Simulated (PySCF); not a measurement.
PySCF job for benzene (C6H6), SMILES c1ccccc1, PBE/pcSseg-1. Geometry: TPSSh-D3(BJ)/def2-SVP.

```python
import numpy as np
from pyscf import gto, scf, dft
from pyscf.prop.nmr import rks as nmr

mol = gto.M(
    atom='''
    C    -1.39932845    0.00000000   -0.00000000
    C    -0.69966422   -1.21185399    0.00000000
    C     0.69966423   -1.21185398    0.00000000
    C     1.39932845    0.00000000    0.00000000
    C     0.69966422    1.21185399   -0.00000000
    C    -0.69966423    1.21185398   -0.00000000
    H    -2.49211889   -0.00000001    0.00000000
    H    -1.24605944   -2.15823827   -0.00000001
    H     1.24605945   -2.15823827   -0.00000001
    H     2.49211889    0.00000001   -0.00000000
    H     1.24605944    2.15823827    0.00000001
    H    -1.24605945    2.15823827    0.00000001
    ''',
    basis='pcSseg-1',
    charge=0,
    spin=0,
    max_memory=1600,
    verbose=3,
)
mf = dft.RKS(mol, xc='pbe')
mf.grids.level = 3
mf.conv_tol = 1e-10
mf.max_cycle = 100
mf.kernel()
n = nmr.NMR(mf)
n.verbose = 2
n.max_cycle_cphf = 60
sigma = n.kernel()
print('atom   isotropic/ppm   span/ppm')
for i, s in enumerate(sigma):
    w = np.linalg.eigvalsh((s + s.T) / 2)
    print(f'{mol.atom_symbol(i):2s}{i + 1:3d} {w.mean():14.3f} {w[2] - w[0]:11.3f}')
```

It prints:

```
converged SCF energy = -231.91408734964
atom   isotropic/ppm   span/ppm
C   1         47.521     231.030
C   2         47.522     231.030
C   3         47.522     231.030
C   4         47.521     231.030
C   5         47.522     231.030
C   6         47.522     231.030
H   7         23.797       5.905
H   8         23.797       5.905
H   9         23.797       5.905
H  10         23.797       5.905
H  11         23.797       5.905
H  12         23.797       5.905
```

The run converged.
